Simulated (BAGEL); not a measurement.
**ROHF/6-31G(d) (density fitting with qzvpp-jkfit, spherical functions) run of SiHF2 (SMILES F[SiH]F)**

Aim: the energy change on altering one bond length of SiHF2 at ROHF/6-31G* (density fitting with qzvpp-jkfit, spherical functions), from 2 runs. 

The calculation is run with BAGEL 1.2.2.

1 further run of the same task is left out (it didn't finish).

## (1) The molecule

SiHF2 has 4 atoms, charge 0, and is taken as a doublet. SMILES: `F[SiH]F`. The shape is that of a GFN2-xTB optimisation.

Bond lengths: F1–Si2 1.606 Å, Si2–F3 1.606 Å, Si2–H4 1.439 Å. Angles: F1–Si2–F3 100.4°, F1–Si2–H4 108.7°, F3–Si2–H4 108.6°.

## (2) The energy at ROHF/6-31G(d) (density fitting with qzvpp-jkfit, spherical functions)

hf.json reads:

```json
{ "bagel" : [

{
  "title" : "molecule",
  "basis" : "6-31gs.json",
  "df_basis" : "qzvpp-jkfit",
  "angstrom" : true,
  "geometry" : [
    { "atom" : "F", "xyz" : [    1.226950,    0.652980,   -0.410280 ] },
    { "atom" : "Si", "xyz" : [   -0.028060,   -0.342890,   -0.301090 ] },
    { "atom" : "F", "xyz" : [   -1.234200,    0.716240,   -0.252780 ] },
    { "atom" : "H", "xyz" : [    0.035310,   -1.026330,    0.964150 ] }
  ]
},
{ "title" : "rohf", "nopen" : 1 },
{ "title" : "print", "file" : "orbitals.molden", "orbitals" : true }

]}
```

The basis set 6-31G* is read from a file made from the Basis Set Exchange's data (not shown).

The run is started by

```bash
$ BAGEL_NUM_THREADS=1 BAGEL hf.json > hf.out
```

Output:

```text
* using 1 threads per process

  ===============================================================
  ===============================================================

  *** Geometry ***

  { "atom" : "F", "xyz" : [      2.318599,      1.233953,     -0.775317 ] },
  { "atom" : "Si", "xyz" : [     -0.053026,     -0.647968,     -0.568978 ] },
  { "atom" : "F", "xyz" : [     -2.332300,      1.353497,     -0.477685 ] },
  { "atom" : "H", "xyz" : [      0.066726,     -1.939483,      1.821979 ] },

  Number of auxiliary basis functions:      300

  Since a DF basis is specified, we compute 2- and 3-index integrals:
    o Being stored without compression. Storage requirement is 0.006 GB

  Number of basis functions:       48
  Number of electrons      :       33

    * METHOD: MOLECULE                             0.06

  *** Open-shell HF ***

  === Nuclear Repulsion ===
   109.4101230507

      * DIIS with orbital gradients will be used.

  === ROHF iteration (6-31gs.json) ===
      0       -488.22205924          0.06636922           0.02
      1       -488.35894817          0.04390773           0.02
      2       -488.41103850          0.02671164           0.02
      3       -488.44228557          0.00143487           0.02
      4       -488.44275188          0.00042957           0.02
      5       -488.44286365          0.00011979           0.02
      6       -488.44288850          0.00001729           0.02
      7       -488.44289664          0.00000530           0.02
      8       -488.44289688          0.00000111           0.02
      9       -488.44289697          0.00000043           0.02
     10       -488.44289701          0.00000019           0.02
     11       -488.44289702          0.00000007           0.02
     12       -488.44289702          0.00000002           0.02
     13       -488.44289702          0.00000001           0.02
    * SCF iteration converged.

    * S^2 (ROHF) is 0.7500

    * Permanent dipole moment:
           (    0.028901,     0.947770,     0.072412) a.u.

    * METHOD: ROHF                                 0.39

    * METHOD: PRINT                                0.00

  ===============================================================
```

Wall time 0.6 s (1 thread of Arm Neoverse V2, shared host).

## (3) The distorted shape at the same level

input.json reads:

```json
{ "bagel" : [

{
  "title" : "molecule",
  "basis" : "6-31gs.json",
  "df_basis" : "qzvpp-jkfit",
  "angstrom" : true,
  "geometry" : [
    { "atom" : "F", "xyz" : [    1.854484,    1.150938,   -0.464877 ] },
    { "atom" : "Si", "xyz" : [   -0.028060,   -0.342890,   -0.301090 ] },
    { "atom" : "F", "xyz" : [   -1.234200,    0.716240,   -0.252780 ] },
    { "atom" : "H", "xyz" : [    0.035310,   -1.026330,    0.964150 ] }
  ]
},
{ "title" : "rohf", "nopen" : 1 },
{ "title" : "print", "file" : "orbitals.molden", "orbitals" : true }

]}
```

The basis set 6-31G* is read from a file made from the Basis Set Exchange's data (not shown).

The run is started by

```bash
$ BAGEL_NUM_THREADS=1 BAGEL input.json > input.out
```

Output:

```text
* using 1 threads per process

  ===============================================================
  ===============================================================

  *** Geometry ***

  { "atom" : "F", "xyz" : [      3.504467,      2.174958,     -0.878490 ] },
  { "atom" : "Si", "xyz" : [     -0.053026,     -0.647968,     -0.568978 ] },
  { "atom" : "F", "xyz" : [     -2.332300,      1.353497,     -0.477685 ] },
  { "atom" : "H", "xyz" : [      0.066726,     -1.939483,      1.821979 ] },

  Number of auxiliary basis functions:      300

  Since a DF basis is specified, we compute 2- and 3-index integrals:
    o Being stored without compression. Storage requirement is 0.006 GB

  Number of basis functions:       48
  Number of electrons      :       33

    * METHOD: MOLECULE                             0.06

  *** Open-shell HF ***

  === Nuclear Repulsion ===
    91.4805244679

      * DIIS with orbital gradients will be used.

  === ROHF iteration (6-31gs.json) ===
      0       -487.96135009          0.07290740           0.02
      1       -488.01111290          0.07314495           0.02
      2       -488.13241907          0.05416328           0.02
      3       -488.29414792          0.00345621           0.02
      4       -488.29651731          0.00177279           0.02
      5       -488.29754351          0.00101232           0.02
      6       -488.29791510          0.00042239           0.02
      7       -488.29802682          0.00014857           0.02
      8       -488.29806314          0.00005991           0.02
      9       -488.29807026          0.00002619           0.02
     10       -488.29807160          0.00000979           0.02
     11       -488.29807150          0.00000357           0.02
     12       -488.29807155          0.00000180           0.02
     13       -488.29807159          0.00000085           0.02
     14       -488.29807160          0.00000040           0.02
     15       -488.29807162          0.00000019           0.02
     16       -488.29807163          0.00000010           0.02
     17       -488.29807164          0.00000004           0.02
     18       -488.29807164          0.00000002           0.02
     19       -488.29807164          0.00000001           0.02
    * SCF iteration converged.

    * S^2 (ROHF) is 0.7500

    * Permanent dipole moment:
           (    1.350456,     1.978811,    -0.118630) a.u.

    * METHOD: ROHF                                 0.50

    * METHOD: PRINT                                0.00

  ===============================================================
```

Wall time 0.7 s (1 thread of Arm Neoverse V2, shared host).

## (4) Results

At ROHF/6-31G* (density fitting with qzvpp-jkfit, spherical functions):

```
                                                          quantity          value
                                         first shape: total energy  -488.44290 Eh
                                        first shape: dipole moment         2.42 D
                                                 first shape: ⟨S²⟩          0.750
                                     distorted shape: total energy  -488.29807 Eh
                                    distorted shape: dipole moment         6.10 D
                                             distorted shape: ⟨S²⟩          0.750
energy change with the F1–Si2 bond stretched from 1.606 to 2.409 Å       3.941 eV
```

In words: With the F1–Si2 bond stretched from 1.606 to 2.409 Å the energy rises by 3.94 eV (380 kJ/mol). The first shape isn't relaxed at this level, so the change isn't measured from a minimum.
